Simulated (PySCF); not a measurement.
methylamine (CH5N), SMILES CN.

Geometry: PBE0-D3(BJ)/def2-TZVP.

Level of theory: TDA-CAM-B3LYP/def2-TZVPD (PySCF).

Vertical excitations.  State labels are in the subgroup Cs.

```json
[
 {"state": "S1", "symmetry": "A'", "energy (eV)": "5.88", "λ (nm)": "211", "f": "0.013", "main pairs": "HOMO→LUMO 89 %"},
 {"state": "S2", "symmetry": "A'", "energy (eV)": "7.04", "λ (nm)": "176", "f": "0.041", "main pairs": "HOMO→LUMO+1 88 %"},
 {"state": "S3", "symmetry": "A\"", "energy (eV)": "7.51", "λ (nm)": "165", "f": "0.006", "main pairs": "HOMO→LUMO+2 95 %"},
 {"state": "S4", "symmetry": "A'", "energy (eV)": "8.19", "λ (nm)": "151", "f": "0.082", "main pairs": "HOMO→LUMO+3 95 %"},
 {"state": "S5", "symmetry": "A\"", "energy (eV)": "8.65", "λ (nm)": "143", "f": "0.000", "main pairs": "HOMO→LUMO+4 94 %"},
 {"state": "S6", "symmetry": "A'", "energy (eV)": "8.90", "λ (nm)": "139", "f": "0.002", "main pairs": "HOMO→LUMO+5 92 %"},
 {"state": "S7", "symmetry": "A'", "energy (eV)": "9.14", "λ (nm)": "136", "f": "0.014", "main pairs": "HOMO→LUMO+6 94 %"},
 {"state": "S8", "symmetry": "A\"", "energy (eV)": "9.42", "λ (nm)": "132", "f": "0.012", "main pairs": "HOMO−1→LUMO 97 %"},
 {"state": "S9", "symmetry": "A\"", "energy (eV)": "9.75", "λ (nm)": "127", "f": "0.000", "main pairs": "HOMO→LUMO+7 93 %"},
 {"state": "S10", "symmetry": "A'", "energy (eV)": "10.24", "λ (nm)": "121", "f": "0.008", "main pairs": "HOMO→LUMO+8 81 %"},
 {"state": "T1", "symmetry": "A'", "energy (eV)": "5.61", "λ (nm)": "221", "f": "0", "main pairs": "HOMO→LUMO 83 %, HOMO→LUMO+1 14 %"},
 {"state": "T2", "symmetry": "A'", "energy (eV)": "6.86", "λ (nm)": "181", "f": "0", "main pairs": "HOMO→LUMO+1 81 %, HOMO→LUMO 14 %"},
 {"state": "T3", "symmetry": "A\"", "energy (eV)": "7.28", "λ (nm)": "170", "f": "0", "main pairs": "HOMO→LUMO+2 89 %"},
 {"state": "T4", "symmetry": "A'", "energy (eV)": "7.93", "λ (nm)": "156", "f": "0", "main pairs": "HOMO→LUMO+3 91 %"}
]
```
Triplets are in the Tamm–Dancoff approximation.
